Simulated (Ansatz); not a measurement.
Geometry optimisation, UKS PBE0-D4/def2-SVP (Ansatz 0.2.0).

input.yaml

```yaml
crystal:
  periodic: [false, false, false]
  atoms:
    - { symbol: "N", position_ang: [0.55488, -2.16373, 0.78778] }
    - { symbol: C, position_ang: [0.34905, -1.09423, 0.3885] }
    - { symbol: C, position_ang: [0.16487, 0.174, -0.09366] }
    - { symbol: O, position_ang: [-1.06379, 0.73185, -0.13718] }
    - { symbol: H, position_ang: [1.02445, 0.72908, -0.44361] }
    - { symbol: H, position_ang: [-1.02945, 1.62303, -0.50182] }
magnetization:
  spin_polarized: true
  initial_magnetization: 1
basis:
  gaussian: { orbitals: def2-SVP }
hamiltonian:
  xc: pbe0
  dispersion: d4
relax:
  f_tol: 0.02
  max_steps: 40
```

Command:

```bash
$ ansatz run input.yaml --threads 1 --pin off --max-ram 2048MiB --backend cpu --events-out ev --progress --plain --runs-dir out
```

**Question.** Where does it end, and by what steps?

**Answer.** The forces met the threshold. After 5 steps the energy has fallen by 0.030 eV; H5 moved furthest, 0.04 Å.

```
step  energy less start (eV)  largest force component (eV/Å)  accepted
   0                  0.0000                           1.267       yes
   1                 -0.0267                           0.361       yes
   2                 -0.0293                           0.090       yes
   3                 -0.0295                           0.028       yes
   4                 -0.0294                           0.082        no
   5                 -0.0296                           0.005       yes
```

```xyz
6
Properties=species:S:1:pos:R:3
N 0.539 -2.182 0.798
C 0.348 -1.101 0.391
C 0.169 0.189 -0.101
O -1.062 0.718 -0.133
H 1.025 0.766 -0.459
H -1.018 1.609 -0.497
```

Whether the end is a true minimum wasn't checked by a vibrational analysis.

Time of the run: 52 s on 1 CPU thread of a shared host.
